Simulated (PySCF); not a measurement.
Compound: CH6N (charge +1).
Atom-mapped SMILES: `[CH3:1][NH3+:2]` (hydrogens: H3, H4, H5 on C1; H6, H7, H8 on N2)

Structure used (GFN2-xTB), in Å, numbered top down from 1:
```xyz
8
CH6N angstrom
C     -0.7341    0.0415    0.0347
N      0.7461   -0.0396   -0.0413
H     -1.1714   -0.1998   -0.9317
H     -1.1100   -0.6616    0.7750
H     -1.0383    1.0469    0.3177
H      1.1654    0.1852    0.8709
H      1.1088    0.6241   -0.7391
H      1.0426   -0.9874   -0.3108
```

Computed geometry: GFN2-xTB, gas phase.

Masses are those of the commonest isotopes; rigid-rotor values at the optimised geometry. 

Q: What are A, B and C (MHz)?

A: Ia = 5.96, Ib = 24.68, Ic = 24.68 u·Å²; 505379 MHz·u·Å²/I gives A = 84729, B = 20477, C = 20476 MHz.

Q: Classify the top.

A: A prolate symmetric top, as the point group C3v requires two equal moments; the computed ones differ by 0.00 % because the geometry is symmetric only within the optimiser's tolerance: κ = (2 × 20477 − 84729 − 20476)/(84729 − 20476) = -1.00.

GFN2-xTB frequencies: not computed here. These are rigid-rotor constants of the computed structure; measured ground-state constants (B0) also hold zero-point vibration.
